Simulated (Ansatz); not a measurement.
HBr, triplet: the ladder up to full CI

Geometry: that of the HBr, singlet, kept fixed. The singlet lies 6.5 eV lower here.

```xyz
2

Br    0.0000    0.0000    0.0000
H     0.0000    0.0000    1.4206
```

Basis cc-pVDZ; Ansatz 0.2.0. Correlated methods freeze the noble-gas cores and the filled d shells of p-block atoms, which leaves 8 electrons in 18 orbitals. R marks a restricted (for open shells ROHF) determinant, U an unrestricted one. Active spaces: valence = (8e, 5o) chosen from the atoms' valence shells. No spin–orbit coupling is included, and no scalar relativity.

Full CI is exact within this basis and frozen core; it isn't the basis-set limit. The frozen core follows each run's orbitals, which can shift R against U totals by a few meV for light atoms and by up to 0.1 eV past Ca.

For open shells CISD and CISDTQ are restricted-active-space CI with the open shells as a complete middle space.

- UHF ⟨S²⟩: 2.009
- T1 diagnostic (RCCSD): 0.0135
- largest doubles amplitude (RCCSD): 0.041

| level | E − E(full CI) (mEh) | share of correlation (%) | wall time |
| --- | --- | --- | --- |
| RHF | 131.40 | 0.00 | – |
| RMP2 | 18.28 | 86.09 | – |
| CISD | 6.22 | 95.26 | 0.9 s |
| RCCSD | 2.07 | 98.43 | – |
| RCCSD(T) | 0.42 | 99.68 | 1.2 s |
| BCCD(T) | 0.42 | 99.68 | 0.99 s |
| RCCSDT | 0.16 | 99.88 | – |
| CISDTQ | 0.10 | 99.93 | 3 s |
| RCCSDT(Q) | 0.01 | 99.99 | 3.4 s |
| RCCSDTQ | 0.00 | 100.00 | 19 s |
| CASSCF (valence space) | 131.40 | 0.00 | – |
| NEVPT2 (valence space) | 30.10 | 77.10 | 0.72 s |
| MRCISD (valence space) | 6.78 | 94.84 | – |
| MRCISD+Q (valence space) | -0.32 | 100.24 | 0.96 s |

The correlation energy at full CI, counted from RHF, is -3.576 eV. That run took 13 s on 1 thread of Arm Neoverse V1, shared host over 2,340,800 determinants.

Run but not shown, since their state, orbitals or frozen core can't be matched to the reference's or they repeat it: UHF, UMP2, UCCSD, UCCSD(T), UCCSDT, UCCSDT(Q), UCCSDTQ.

Times hold each run's SCF and search for its determinant on a shared host, so for small cases they say little of a method's own cost; they ran on 1 thread of Arm Neoverse V1. Some runs computed forces too.

More than 5 meV below full CI, which no variational method can be: MRCISD+Q (valence space).

The full-CI state has the irrep B2 of C2v, in the program's axes (one component, if the state is degenerate).

Natural occupations of full CI about the gap: 1.977 1.964 1.962 0.996 0.994 0.015 0.015 0.014 0.013 0.013; effectively unpaired electrons, Σ n²(2−n)², 2.02.
